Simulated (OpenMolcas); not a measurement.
## PS⁺ at 1.842 Å: OpenMolcas input and output

Input (each module block was a call of its own in one work directory; start orbitals came from a preliminary run):

```
&GATEWAY
Coord
2
angstrom
S 0.0 0.0 0.0
P 0.0 0.0 1.8420
Basis=ANO-RCC-VTZP
Group=XY
RX2C
AMFI
ANGMom
0.0 0.0 0.0
RICD
&SEWARD
&GUESSORB
* RASSCF and CASPT2 blocks for each multiplicity and irrep, as for the first:
&RASSCF
FileOrb=$CurrDir/o11.orb
Symmetry=1
Spin=1
nActEl=8 0 0
Inactive=7 4
RAS2=3 4
CIRoot=4 4 1
Linear
Iterations=120 100
OrbListing=Nothing
PRWF=0.15
>>COPY $Project.RasOrb $CurrDir/o11.orb
>>COPY $Project.rasscf.h5 $CurrDir/r11.h5
&CASPT2
XMultistate=all
Imaginary=0.2
IPEA=0.25
MaxIter=40
>>COPY $Project.JobMix JOB001
&RASSI
Nr of JobIphs=4 4 4 2 2
1 2 3 4
1 2 3 4
1 2
1 2
SpinOrbit
EJob
Omega
MEES
MESO
Properties=4
'AngMom' 3 'Mltpl  1' 1 'Mltpl  1' 2 'Mltpl  1' 3
Thrs=1.0d-4
>>COPY $Project.rassi.h5 $CurrDir/so.h5
```

```bash
pymolcas m.inp
```

C2 symmetry about the axis (a holds Σ, Δ, Γ; b holds Π, Φ, H; Σ⁺ and Σ⁻ are not told apart); roots by multiplicity and irrep: 1a 4, 3a 4, 3b 2, 1b 2.

RASSI part of the output, in excerpt:

```
SPIN-FREE ENERGIES:
  (Shifted by EMIN (a.u.) =       -740.2099052825)
 SF State       Relative EMIN(au)   Rel lowest level(eV)    D:o, cm**(-1)      Abs_M
     1             0.0000000000        0.0000000000              0.0000         0.0
     5             0.1266621719        3.4466532813          27799.1335         0.0
     6             0.1520743464        4.1381537793          33376.4611         2.0
     7             0.1521205454        4.1394109160          33386.6006         2.0
     9             0.1558590065        4.2411396270          34207.0980         1.0
    10             0.1558590065        4.2411396270          34207.0980         1.0
     2             0.1729365261        4.7058426089          37955.1803         0.0
     8             0.1731677966        4.7121357980          38005.9383         0.0
     3             0.1806014980        4.9144171175          39637.4472         2.0
     4             0.1807342508        4.9180295057          39666.5831         2.0
    11             0.1949505241        5.3048740095          42786.6944         1.0
    12             0.1949505573        5.3048749149          42786.7017         1.0
++ Dipole transition strengths (spin-free states):
     for osc. strength at least  1.00000000E-05
      From   To        Osc. strength     Einstein coefficients Ax, Ay, Az (sec-1)    Total A (sec-1)
         1   11       3.46312417E-03  4.12362149E+06  1.05281868E+05  0.00000000E+00  4.22890336E+06
         1   12       3.46310579E-03  1.05282473E+05  4.12359989E+06  0.00000000E+00  4.22888236E+06
         5    9       1.65945335E-03  2.00577934E+04  2.53936283E+04  0.00000000E+00  4.54514217E+04
         5   10       1.65945335E-03  2.53936284E+04  2.00577934E+04  0.00000000E+00  4.54514217E+04
         6    9       1.26208067E-04  5.61289840E+01  1.95438015E+00  0.00000000E+00  5.80833642E+01
         6   10       1.26208067E-04  1.95438015E+00  5.61289839E+01  0.00000000E+00  5.80833641E+01
         7    9       1.24667462E-04  1.88367943E+00  5.40984936E+01  0.00000000E+00  5.59821730E+01
         7   10       1.24667462E-04  5.40984936E+01  1.88367945E+00  0.00000000E+00  5.59821730E+01
         9    8       4.12627754E-04  2.22017498E+03  1.75176556E+03  0.00000000E+00  3.97194054E+03
        10    8       4.12627753E-04  1.75176556E+03  2.22017497E+03  0.00000000E+00  3.97194053E+03
         2   11       5.61558224E-04  2.17691347E+02  8.52617515E+03  0.00000000E+00  8.74386649E+03
         2   12       5.61559386E-04  8.52621879E+03  2.17692211E+02  0.00000000E+00  8.74391101E+03
         3   11       2.39651675E-04  1.58537223E+03  1.80978935E-02  0.00000000E+00  1.58539033E+03
         3   12       2.39651905E-04  1.80993688E-02  1.58538110E+03  0.00000000E+00  1.58539920E+03
         4   11       2.37434037E-04  1.75983195E-02  1.54177298E+03  0.00000000E+00  1.54179058E+03
         4   12       2.37434733E-04  1.54178472E+03  1.76004071E-02  0.00000000E+00  1.54180232E+03
 Electric-quadrupole - electric-quadrupole not included
 Electric-dipole - electric-octupole not included
 Electric-dipole - magnetic-quadrupole not included
   Eigenvalues of complex Hamiltonian:
  (Shifted by EMIN (a.u.) =       -740.2099052825)
 SO State       Relative EMIN(au)   Rel lowest level(eV)    D:o, cm**(-1)      Omega
     1            -0.0000137521        0.0000000000              0.0000         0.0
     2             0.1266137661        3.4457103056          27791.5279         1.0
     3             0.1266137661        3.4457103058          27791.5279         1.0
     4             0.1266578862        3.4469108757          27801.2111         0.0
     5             0.1519908141        4.1362549606          33361.1461         2.0
     6             0.1520368122        4.1375066324          33371.2415         2.0
     7             0.1520659703        4.1383000669          33377.6410         2.2
     8             0.1520659703        4.1383000667          33377.6410         2.2
     9             0.1521120832        4.1395548621          33387.7616         2.2
    10             0.1521120832        4.1395548620          33387.7616         2.2
    11             0.1551058223        4.2210186540          34044.8114         0.0
    12             0.1551128903        4.2212109830          34046.3627         0.0
    13             0.1558603254        4.2415497279          34210.4057         1.0
    14             0.1558603254        4.2415497274          34210.4057         1.0
    15             0.1566244599        4.2623428864          34378.1138         2.0
    16             0.1566245649        4.2623457443          34378.1369         2.0
    17             0.1729378229        4.7062521077          37958.4832         0.0
    18             0.1731714918        4.7126105623          38009.7676         0.0
    19             0.1732125722        4.7137284190          38018.7837         1.0
    20             0.1732125722        4.7137284191          38018.7837         1.0
    21             0.1806759672        4.9168177418          39656.8095         2.0
    22             0.1808083817        4.9204209244          39685.8712         2.0
    23             0.1949696736        5.3057693090          42793.9155         1.0
    24             0.1949697069        5.3057702139          42793.9228         1.0
 Weights of the five most important spin-orbit-free states for each spin-orbit state.
 SO State  Total energy (au)           Spin-free states, spin, and weights
    1        -0.000014       1 0.0  0.9999   10 1.0  0.0000    9 1.0  0.0000    8 1.0  0.0000    5 1.0  0.0000
    2         0.126614       5 1.0  0.9989    8 1.0  0.0010   10 1.0  0.0000    9 1.0  0.0000   12 0.0  0.0000
    3         0.126614       5 1.0  0.9989    8 1.0  0.0010    9 1.0  0.0000   10 1.0  0.0000   11 0.0  0.0000
    4         0.126658       5 1.0  0.9998   10 1.0  0.0001    9 1.0  0.0001    2 0.0  0.0000    1 0.0  0.0000
    5         0.151991       6 1.0  0.9952    3 0.0  0.0013    4 0.0  0.0012   10 1.0  0.0011    9 1.0  0.0011
    6         0.152037       7 1.0  0.9952    4 0.0  0.0013    3 0.0  0.0012    9 1.0  0.0012   10 1.0  0.0012
    7         0.152066       6 1.0  0.9980    9 1.0  0.0015   10 1.0  0.0004    7 1.0  0.0001   12 0.0  0.0000
    8         0.152066       6 1.0  0.9980   10 1.0  0.0015    9 1.0  0.0004    7 1.0  0.0001   11 0.0  0.0000
    9         0.152112       7 1.0  0.9979   10 1.0  0.0020    6 1.0  0.0000   12 0.0  0.0000    9 1.0  0.0000
   10         0.152112       7 1.0  0.9979    9 1.0  0.0020    6 1.0  0.0000   11 0.0  0.0000   10 1.0  0.0000
   11         0.155106       9 1.0  0.4999   10 1.0  0.4999    5 1.0  0.0002    2 0.0  0.0001    8 1.0  0.0000
   12         0.155113      10 1.0  0.4999    9 1.0  0.4999    8 1.0  0.0002    1 0.0  0.0001    5 1.0  0.0000
   13         0.155860      10 1.0  0.6609    9 1.0  0.3348    7 1.0  0.0020    6 1.0  0.0019   12 0.0  0.0003
   14         0.155860       9 1.0  0.6609   10 1.0  0.3348    7 1.0  0.0020    6 1.0  0.0019   11 0.0  0.0003
   15         0.156624      10 1.0  0.4988    9 1.0  0.4988    6 1.0  0.0022    3 0.0  0.0001    4 0.0  0.0000
   16         0.156625       9 1.0  0.4988   10 1.0  0.4988    7 1.0  0.0023    4 0.0  0.0001    3 0.0  0.0000
   17         0.172938       2 0.0  0.9999    9 1.0  0.0000   10 1.0  0.0000    5 1.0  0.0000    8 1.0  0.0000
   18         0.173171       8 1.0  0.9998    9 1.0  0.0001   10 1.0  0.0001    1 0.0  0.0000    2 0.0  0.0000
   19         0.173213       8 1.0  0.9988    5 1.0  0.0010    9 1.0  0.0001   11 0.0  0.0001   12 0.0  0.0000
   20         0.173213       8 1.0  0.9988    5 1.0  0.0010   10 1.0  0.0001   12 0.0  0.0001   11 0.0  0.0000
   21         0.180676       3 0.0  0.9974    6 1.0  0.0014    7 1.0  0.0012   10 1.0  0.0000    9 1.0  0.0000
   22         0.180808       4 0.0  0.9974    7 1.0  0.0013    6 1.0  0.0012   10 1.0  0.0000    9 1.0  0.0000
   23         0.194970      11 0.0  0.9995    9 1.0  0.0002   10 1.0  0.0001    8 1.0  0.0001    7 1.0  0.0000
   24         0.194970      12 0.0  0.9995   10 1.0  0.0002    9 1.0  0.0001    8 1.0  0.0001    7 1.0  0.0000
++ Dipole transition strengths (SO states):
        for osc. strength at least   1.00000000E-05
      From   To        Osc. strength     Einstein coefficients Ax, Ay, Az (sec-1)    Total A (sec-1)
         1   23       3.46085265E-03  4.12232703E+06  1.05229132E+05  0.00000000E+00  4.22755616E+06
         1   24       3.46083429E-03  1.05229737E+05  4.12230543E+06  0.00000000E+00  4.22753517E+06
         2   11       8.41950199E-04  2.19605881E+04  4.58930581E-02  0.00000000E+00  2.19606340E+04
         2   12       8.41873898E-04  4.58977538E-02  2.19694938E+04  0.00000000E+00  2.19695397E+04
         2   15       8.16689357E-04  1.34039326E+04  1.02291216E+04  0.00000000E+00  2.36330542E+04
         2   16       8.16662119E-04  1.02289013E+04  1.34035300E+04  0.00000000E+00  2.36324314E+04
         3   11       8.41950197E-04  4.58930431E-02  2.19605881E+04  0.00000000E+00  2.19606340E+04
         3   12       8.41873899E-04  2.19694938E+04  4.58977695E-02  0.00000000E+00  2.19695397E+04
         3   15       8.16689358E-04  1.02291216E+04  1.34039326E+04  0.00000000E+00  2.36330542E+04
         3   16       8.16662119E-04  1.34035301E+04  1.02289013E+04  0.00000000E+00  2.36324314E+04
         4   13       1.65463231E-03  4.48097798E+04  5.26996946E+02  0.00000000E+00  4.53367767E+04
         4   14       1.65463231E-03  5.26996943E+02  4.48097796E+04  0.00000000E+00  4.53367765E+04
         5   13       1.28037926E-04  3.16612305E+01  2.99360813E+01  0.00000000E+00  6.15973118E+01
         5   14       1.28037926E-04  2.99360810E+01  3.16612300E+01  0.00000000E+00  6.15973110E+01
         6   13       1.26518962E-04  2.88823178E+01  3.05457624E+01  0.00000000E+00  5.94280802E+01
         6   14       1.26518962E-04  3.05457619E+01  2.88823174E+01  0.00000000E+00  5.94280793E+01
         7   11       4.97825218E-05  1.28426118E+01  1.93800840E+00  0.00000000E+00  1.47806202E+01
         7   12       4.98708667E-05  1.95048186E+00  1.29253032E+01  0.00000000E+00  1.48757850E+01
         7   15       7.73286255E-05  4.88697245E+01  2.75920251E+00  0.00000000E+00  5.16289270E+01
         7   16       7.64840513E-05  2.71494714E+00  4.83524478E+01  0.00000000E+00  5.10673949E+01
         8   11       4.97825262E-05  1.93800804E+00  1.28426135E+01  0.00000000E+00  1.47806216E+01
         8   12       4.98708712E-05  1.29253049E+01  1.95048148E+00  0.00000000E+00  1.48757864E+01
         8   15       7.73286189E-05  2.75920106E+00  4.88697217E+01  0.00000000E+00  5.16289227E+01
         8   16       7.64840449E-05  4.83524451E+01  2.71494570E+00  0.00000000E+00  5.10673908E+01
         9   11       5.04366659E-05  9.57203725E+00  4.95192668E+00  0.00000000E+00  1.45239639E+01
         9   12       5.05278469E-05  4.98433709E+00  9.63466847E+00  0.00000000E+00  1.46190056E+01
         9   15       7.35773133E-05  5.49514962E+00  4.26403515E+01  0.00000000E+00  4.81355011E+01
         9   16       7.44205127E-05  4.31509265E+01  5.53847601E+00  0.00000000E+00  4.86894025E+01
        10   11       5.04366627E-05  4.95192722E+00  9.57203585E+00  0.00000000E+00  1.45239631E+01
        10   12       5.05278438E-05  9.63466707E+00  4.98433764E+00  0.00000000E+00  1.46190047E+01
        10   15       7.35773181E-05  4.26403525E+01  5.49515195E+00  0.00000000E+00  4.81355044E+01
        10   16       7.44205175E-05  5.53847827E+00  4.31509276E+01  0.00000000E+00  4.86894058E+01
        11   19       1.95148070E-04  7.90193848E+02  1.26548918E+03  0.00000000E+00  2.05568303E+03
        11   20       1.95148071E-04  1.26548919E+03  7.90193846E+02  0.00000000E+00  2.05568303E+03
        12   19       1.95479977E-04  1.26664893E+03  7.90923103E+02  0.00000000E+00  2.05757203E+03
        12   20       1.95479976E-04  7.90923104E+02  1.26664892E+03  0.00000000E+00  2.05757202E+03
        13   18       4.10165810E-04  4.56798525E+01  3.90364628E+03  0.00000000E+00  3.94932613E+03
        14   18       4.10165811E-04  3.90364630E+03  4.56798532E+01  0.00000000E+00  3.94932616E+03
        15   19       2.16112825E-04  1.84606088E+03  6.46076973E+01  0.00000000E+00  1.91066858E+03
        15   20       2.16112825E-04  6.46076968E+01  1.84606087E+03  0.00000000E+00  1.91066857E+03
        16   19       2.16098870E-04  6.46003942E+01  1.84592061E+03  0.00000000E+00  1.91052100E+03
        16   20       2.16098871E-04  1.84592062E+03  6.46003946E+01  0.00000000E+00  1.91052101E+03
        17   23       5.61577528E-04  2.18013622E+02  8.54034184E+03  0.00000000E+00  8.75835546E+03
        17   24       5.61578689E-04  8.54038552E+03  2.18014486E+02  0.00000000E+00  8.75840000E+03
        21   23       2.38569597E-04  1.56607298E+03  1.33433605E-02  0.00000000E+00  1.56608633E+03
        21   24       2.38569828E-04  1.33446059E-02  1.56608178E+03  0.00000000E+00  1.56609513E+03
        22   23       2.36362102E-04  1.29914262E-02  1.52296798E+03  0.00000000E+00  1.52298098E+03
        22   24       2.36362796E-04  1.52297961E+03  1.29931971E-02  0.00000000E+00  1.52299260E+03
 Electric-quadrupole - electric-quadrupole not included
 Electric-dipole - electric-octupole not included
 Electric-dipole - magnetic-quadrupole not included
```

Only roots inside an energy window near the equilibrium distance were included, so the list of states is not complete; labels number the states computed. Each spin and symmetry block has orbitals of its own, averaged over its own roots, so gaps between blocks are less sure than gaps within one and near the minimum can be off by tenths of an eV, in bad cases by more. No Rydberg orbitals are active, so Rydberg states, and σ→σ* states whose orbital the CASSCF left unused, can be missing between those listed. CASPT2 splits the two components of degenerate states numerically, here by up to 29 cm⁻¹.
